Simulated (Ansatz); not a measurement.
## A cut through the energy surface

C2H4Si (SMILES C#C[SiH3]), closed shell, at its PBE0-D4/def2-TZVP minimum:

```tsv
atom	x (Å)	y (Å)	z (Å)
C1	-0.5807	-1.8714	0.1722
C2	-0.2185	-0.7265	0.0624
Si3	0.3298	1.0043	-0.1038
H4	-0.9010	-2.8835	0.2693
H5	-0.0945	1.5283	-1.4250
H6	-0.2817	1.8181	0.9749
H7	1.8079	1.0629	0.0044
```

The bond length C1–C2 (1.206 Å at the minimum) is set to the values below, the two halves moving rigidly along the bond. Each method's energies count from its own value at the PBE0-D4 minimum structure. Program: Ansatz 0.2.0. Basis: def2-TZVPP. Cores are frozen in the correlated methods. B3LYP uses VWN-RPA correlation.

```json
{"bond length (Å)": "0.989", "CCSD(T) (eV)": "4.098", "PBE-D4 (eV)": "4.036", "MP2 (eV)": "4.125"}
{"bond length (Å)": "1.040", "CCSD(T) (eV)": "2.214", "PBE-D4 (eV)": "2.174", "MP2 (eV)": "2.240"}
{"bond length (Å)": "1.114", "CCSD(T) (eV)": "0.644", "PBE-D4 (eV)": "0.626", "MP2 (eV)": "0.664"}
{"bond length (Å)": "1.201", "CCSD(T) (eV)": "0.007", "PBE-D4 (eV)": "0.007", "MP2 (eV)": "0.009"}
{"bond length (Å)": "1.297", "CCSD(T) (eV)": "0.245", "PBE-D4 (eV)": "0.259", "MP2 (eV)": "0.208"}
{"bond length (Å)": "1.401", "CCSD(T) (eV)": "1.125", "PBE-D4 (eV)": "1.162", "MP2 (eV)": "1.019"}
{"bond length (Å)": "1.511", "CCSD(T) (eV)": "2.390", "PBE-D4 (eV)": "2.469", "MP2 (eV)": "2.175"}
{"bond length (Å)": "1.627", "CCSD(T) (eV)": "3.835", "PBE-D4 (eV)": "3.986", "MP2 (eV)": "3.461"}
{"bond length (Å)": "1.748", "CCSD(T) (eV)": "5.288", "PBE-D4 (eV)": "5.558", "MP2 (eV)": "4.706"}
```

Minimum and curvature along this coordinate at CCSD(T): A fifth-order fit through the nearest points gives 1.219 Å, with a curvature of about 96 eV/Å².

Treat the two halves as rigid bodies and work out the harmonic wavenumber of this stretch from that curvature (ν̃ = 521.5 √(k/μ) cm⁻¹ with k in eV/Å² and μ in u).

The halves weigh 13.02 and 43.12 u, so μ = 13.02 × 43.12/56.14 = 10.000 u and ν̃ = 521.5 √(96/10.000) ≈ 1600 cm⁻¹. A true normal mode mixes in other motions, so this is a guide only.

Largest difference from the CCSD(T) curve over the scan: r2SCAN-D4 0.690; PBE0-D4 0.994; B3LYP-D4 0.837; wB97M-V 1.210 eV. Each curve counts from its own value at the minimum.

No T1 diagnostic of these runs exceeds 0.027. The T1 diagnostic is large here, which may signal multireference character or strong orbital relaxation, so CCSD(T) is less sure. The restricted Hartree–Fock reference is unstable towards an unrestricted one here. The program raised a doubt about the electronic state. A large double-excitation amplitude points to some diradical character; no triplet was computed.

For scale, one of the runs: CCSD(T)/def2-TZVPP, 160 basis functions (an equivalent command: `ansatz run in.yaml --threads 2`). Time: 51 s of wall clock on 2 CPU threads; the host was shared. Peak host memory: 1.3 GiB.
